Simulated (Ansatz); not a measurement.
An Ansatz input:

```yaml
crystal:
  lattice:
    - [-1.4313465391, 1.4313465391, 1.4313465391]
    - [1.4313465391, -1.4313465391, 1.4313465391]
    - [1.4313465391, 1.4313465391, -1.4313465391]
  atoms:
    - { symbol: Cr, position: [0.0, 0.0, 0.0] }
hamiltonian:
  xc: revpbe
  pseudopotentials:
    kind: paw
    azcp:
      Cr: "pseudopotentials/Cr.paw.azcp"
basis:
  ecutwfc: 420
  fft_grid_basis: typed
kpoints:
  mp_grid: { grid: [8, 8, 8], shift: [0, 0, 0] }
magnetization:
  spin_polarized: false
scf:
  occupations: { method: fermi_dirac, width: 0.1 }
```

Terminal output

```
Engine: ansatz 0.2.0, x86_64-unknown-linux-gnu
Pseudopotentials: kind: paw
Pseudopotential: Cr, paw, valence charge 14, recommended cutoff 420 eV (normal) 
Functional definition: revPBE
  parameter kappa = 1.245
  parameter beta = 0.06672455060314922
  exchange = pbe_x(kappa = kappa, mu = beta*pi^2/3)
  correlation = pbe_c(beta = beta)
Crystal: 1 atoms, lattice volume = 11.730 Å³
Basis set: ecut = 420 eV, 225 PW (Γ)
Bands: 11, of which v1, the nominal top of the filled ones, is band 7 counted from 1 (6 counted from 0)
Symmetry: 48 space group operations
Space group: Im-3m (ITA 229), of the structure as read, at distance tolerance 2.3e-5 Å
k-points: 29 of 512
Non-local potential: Cr, projectors of the file, l = 0: 3, l = 1: 2, l = 2: 3, l = 3: 1
PAW form: soft (Blöchl's): semilocal exchange-correlation on the pseudo side does not see the compensation charge
PAW frozen core: Cr, regenerated for the run's functional, and the local potential with it (the file was generated under x = pbe(κ = 0.804, μ = 0.2195149727645171), c = pbe(β = 0.06672455060314922))
PAW one-centre angular grid: Cr, 590 points (default); XC on 64 Gauss nodes
Initial density: superposition of atomic densities (neutral atoms: chi_scale 0, normalization atom), corrected by the library's trained network
Initial wavefunctions: pseudopotential atomic-orbital guess
Functional: x = revpbe(κ = 1.245, μ = 0.2195149727645171), c = pbe(β = 0.06672455060314922)
SCF iter   1: F=—  HF=-3380.945737 eV  |F-HF|=—  |Δ(HF+E_count)|=         —  Δρ=2.31e-3  dr2=2.40e-4  ethr=1.77e-3  ⟨swp⟩=3.9  Hψ=1548  notcnv=0
SCF iter   2: F=—  HF=-3380.946112 eV  |F-HF|=—  |Δ(HF+E_count)|=   3.75e-4  Δρ=1.27e-3  dr2=4.49e-5  ethr=1.71e-6  ⟨swp⟩=1.6  Hψ=611  notcnv=0
SCF iter   3: F=—  HF=-3380.946215 eV  |F-HF|=—  |Δ(HF+E_count)|=   1.03e-4  Δρ=6.21e-4  dr2=1.82e-5  ethr=3.20e-7  ⟨swp⟩=2.1  Hψ=485  notcnv=0
iter 4 did not close the SCF: its close was put off for the readings that it lacked (scf_convergence_deferred on its scf_iter line)
SCF iter   4: F=-3380.946255 eV  HF=-3380.946254 eV  |F-HF|=2.95e-7  |Δ(HF+E_count)|=   3.99e-5  Δρ=4.36e-5  dr2=2.90e-8  ethr=1.30e-7  ⟨swp⟩=2.2  Hψ=395  notcnv=0
iter 5 did not close the SCF: its close was put off for the readings that it lacked (scf_convergence_deferred on its scf_iter line)
SCF iter   5: F=-3380.946255 eV  HF=-3380.946255 eV  |F-HF|=1.60e-8  |Δ(HF+E_count)|=   2.98e-7  Δρ=1.73e-5  dr2=2.18e-8  ethr=2.07e-10  ⟨swp⟩=2.0  Hψ=524  notcnv=0
SCF iter   6: F=-3380.946255 eV  HF=-3380.946255 eV  |F-HF|=1.26e-10  |Δ(HF+E_count)|=   3.66e-9  Δρ=1.33e-6  dr2=6.01e-11  ethr=1.56e-10  ⟨swp⟩=1.0  Hψ=888  notcnv=0
SCF 1 converged in 6 iterations: F = -3380.946255 eV  dr2 = 6.01e-11
SCF converged after 6 iterations
Free energy (F): -3380.946255 eV
Harris-Foulkes:  -3380.946255 eV  (|F-HF|=1.26e-10)
Internal energy: -3380.926374 eV  (E = F + TS)
E sigma→0 (E₀):  -3380.936315 eV
Entropy (-TS):   -0.019880 eV (-19.880 meV/atom)
Fermi energy:    19.043795 eV
--- Per-component energies (eV) ---
  E_band       = -148.731550
  E_kinetic    = 342.828195
  E_local      = -1186.613488  (includes V_loc(G=0)·N_el)
  E_nonlocal   = 77.363965
  E_hartree    = 517.357355
  E_xc         = -140.245385
  E_vxc        = -178.754846  (∫ρ·V_xc dr)
  E_paw        = -1197.619908  (= ΣΔE_a)
  E_vpaw       = -238.270150  (= ΣTr[D̂ρ^β])
  E_aug_tail   = 0.000340  (compensation charges beyond the density's cutoff)
  E_ewald      = -1793.961024
  E_core_change = -0.036424  (= ΣΔE_core)
  E_smearing   = -0.019880  (= −TS)
  E_closure    = 0.000000  (closes the sum)
  Σ components = -3380.946255   (vs F -3380.946255, Δ=0.00e0)
```
